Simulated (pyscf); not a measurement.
Single points on ωB97X-D3(BJ)/def2-SVP structures (PySCF, gas phase).

Question: water (H₂O) + H₂B–B(OH)–OH → boric acid (HO–B(OH)–OH) + borane (BH₃)
Surface: singlet. Broken: H–O, B–B. Formed: B–O, B–H. Give ΔE‡ and ΔE from ωB97M-D3(BJ)/def2-TZVP, relative to the separated reactants.

Answer: ΔE‡ = 1.12 eV, ΔE = -1.61 eV. Zero-point energy shifts the barrier by +0.05 eV. It is a four-centre exchange, with an imaginary mode of 1325i cm⁻¹. On the product side the descent ends in an adduct with a B–O contact (not fully relaxed), 0.72 eV under the separated species and 3.45 eV under the saddle at ωB97X-D3(BJ)/def2-TZVP. The reactants may also form a dative adduct at H₂B–B(OH)–OH; it and routes through it were not searched. H₂B–B(OH)–OH lies 1.64 eV over its isomer H₂B–O–BH–OH (electronic energy, ωB97M-D3(BJ)). One saddle was located; it need not be the lowest between these sides.
